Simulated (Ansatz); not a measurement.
```yaml
crystal:
  periodic: [false, false, false]
  atoms:
    - {symbol: F, position_ang: [-1.778428, -0.693999, -0.006427]}
    - {symbol: Ga, position_ang: [-0.411326, 0.482717, 0.004099]}
    - {symbol: P, position_ang: [1.935717, -0.680787, -0.005475]}
    - {symbol: H, position_ang: [2.489966, 0.610064, 0.005858]}
basis:
  gaussian: {orbitals: def2-TZVP}
magnetization: {spin_polarized: true, initial_magnetization: 2}
hamiltonian: {xc: pbe0}
relax: {f_tol: 0.004, max_steps: 80}
```

```sh
$ ansatz run in.yaml --threads 1 --pin off --events-out ev --progress --plain --max-ram 2176MiB
```

Steps of the relaxation (energy above the last step; positions in Å, forces in eV/Å):

```
4
step 1, 87.1 meV
F    -1.778   -0.694   -0.006    0.438    0.370    0.003
Ga   -0.411    0.483    0.004    0.057   -0.676   -0.006
P     1.936   -0.681   -0.005   -0.777   -0.075   -0.001
H     2.490    0.610    0.006    0.282    0.381    0.003
```

```
4
step 2, 20.6 meV
F    -1.792   -0.679   -0.006    0.415    0.162    0.001
Ga   -0.368    0.410    0.003   -0.241   -0.059   -0.001
P     1.853   -0.629   -0.005   -0.053   -0.154   -0.001
H     2.543    0.617    0.006   -0.121    0.052    0.000
```

```
4
step 3, 3.5 meV
F    -1.725   -0.693   -0.006    0.281    0.194    0.002
Ga   -0.347    0.450    0.004   -0.269   -0.176   -0.002
P     1.820   -0.649   -0.005    0.002    0.013    0.000
H     2.489    0.611    0.006   -0.014   -0.031    0.000
```

```
4
step 4, 1.7 meV
F    -1.708   -0.699   -0.006    0.193    0.153    0.001
Ga   -0.349    0.460    0.004   -0.214   -0.143   -0.001
P     1.808   -0.650   -0.005    0.027    0.028    0.000
H     2.485    0.606    0.006   -0.006   -0.038    0.000
```

```
4
step 6, 0.0 meV
F    -1.698   -0.701   -0.006    0.001    0.000    0.000
Ga   -0.359    0.464    0.004    0.002   -0.001    0.000
P     1.802   -0.647   -0.005   -0.001    0.003    0.000
H     2.490    0.602    0.006   -0.003   -0.003    0.000
```

Close pairs at the end: P3–H4 1.425 Å, F1–Ga2 1.775 Å, Ga2–P3 2.430 Å.

A stationary point of unrestricted PBE0 after 6 steps, with ⟨S²⟩ = 2.014 against 2.00 for a pure state; no frequencies were run, so it isn't proven a minimum. 49 s on 1 thread of Arm Neoverse V1, shared host.
